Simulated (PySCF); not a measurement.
## BP: from constants to spectrum

ROHF-CCSD(T) constants of BP, ³Π (triplet), unpaired electrons σ ↑, π ↑ (basis B STO-3G, P STO-3G; no relativity; PySCF 2.14; masses 11.0093 and 30.9738 u):

```
ωe   : 1127.3 cm⁻¹
ωexe : 5.95 cm⁻¹
Be   : 0.71862 cm⁻¹
αe   : 0.00492 cm⁻¹
```

(1) What force constant and bond length do these constants imply?

(2) Estimate the centrifugal constant D from the Kratzer relation and find the Dunham coefficient a1.

Correlated steps freeze 6 core orbitals. STO-3G is very small, so such numbers show the basis as much as the molecule. The state is the lowest determinant that a PBE0 search found; another state may lie lower at other levels.

Answers

(1) Reduced mass μred = 8.1223 u; k = 5.8918×10⁻⁷·μred·ωe² (u, cm⁻¹, mdyn/Å) = 6.08 mdyn/Å; Re = √(16.8576/(μred·Be)) (u, cm⁻¹, Å) = 1.699 Å.

(2) D = 4Be³/ωe² = 1.17e-06 cm⁻¹; a1 = −1 − αeωe/(6Be²) = -2.79.
